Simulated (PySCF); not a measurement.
**Solvent effects on NMR parameters**

Structure with atom numbers: `[CH3:1]/[N:2]=[CH:3]/[C:4]#[N:5]` (H(Xn): hydrogen on atom n).

GIAO PBE0/pcSseg-1 in PySCF 2.14 on one PBE0-D3(BJ)/def2-SVP conformer, non-relativistic, equivalent nuclei averaged. Solvents enter as an IEF-PCM continuum (cyclohexane with ε = 2.0, acetonitrile with ε = 35.7) around the gas-phase geometry. Shifts are referred to TMS computed in the same medium.

Gas phase, δ in ppm: C3 141.4, C4 120.2, C1 53.0, H(C3) 7.11, H(C1) 3.74. Dipole moment 4.66 D.

(1) How does each δ change in the continuum?

(2) Which nuclei move most (in ppm), and what does the model miss?

## Answers

(1) 
```json
{"atoms": "C3", "environment": "C=N carbon", "Δδ, cyclohexane": "+1.2", "Δδ, acetonitrile": "+3.7"}
{"atoms": "C4", "environment": "nitrile carbon", "Δδ, cyclohexane": "+1.5", "Δδ, acetonitrile": "+3.9"}
{"atoms": "C1", "environment": "methyl carbon bonded to N", "Δδ, cyclohexane": "+0.7", "Δδ, acetonitrile": "+1.8"}
{"atoms": "H(C3)", "environment": "hydrogen on a C=N carbon", "Δδ, cyclohexane": "+0.14", "Δδ, acetonitrile": "+0.39"}
{"atoms": "H(C1)", "environment": "hydrogen on a methyl carbon bonded to N", "Δδ, cyclohexane": "+0.09", "Δδ, acetonitrile": "+0.21"}
```

Changes are relative to the gas phase. The dipole moment becomes 5.18 D in cyclohexane, 5.92 D in acetonitrile.

(2) C4 (nitrile carbon, +3.9 ppm) in acetonitrile. A continuum only polarises the solute; specific hydrogen bonds, the anisotropy of aromatic solvents and changes of geometry or conformer are outside it.
